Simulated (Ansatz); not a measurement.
Molecule (SMILES): [SiH2] (SiH2) (closed-shell singlet).
Atoms: Si1, H2, H3. Bonds: Si1-H2, Si1-H3.

Basis-set convergence of the lowest harmonic wavenumber at B3LYP with Ansatz (a first-principles code). Each level at its own minimum, finite differences of forces, unscaled; the reference is a large set that could be run, not a limit. Cartesian d functions, on some or all atoms, in 6-31G*, 6-31+G*, 6-31G**, 6-311G**, 6-311+G**; all else is spherical. The program fits the integrals of some runs and decomposes those of others, by size. No added dispersion term, no relativity. Reference: the value in def2-QZVPPD, 1021 cm⁻¹. Deviations are taken from unrounded values.

```tsv
basis	functions	lowest harmonic wavenumber (cm⁻¹)	minus reference (cm⁻¹)
STO-3G	11	1333	312
3-21G	17	1021	0
6-31G	17	1007	-14
6-31G*	23	1040	19
6-31+G*	27	1037	16
6-31G**	29	1033	12
6-311G**	39	1024	3
6-311+G**	43	1024	3
6-311++G(2d,2p)	55	1020	-1
6-311++G(3df,3pd)	83	1020	-1
```

The smallest set listed that lies within 50 cm⁻¹ of the reference with all its larger relatives (same family, alike in diffuse functions; a set with none counts only in the reference's own line) is 3-21G (17 functions, 0 cm⁻¹ off), level with 6-31G.
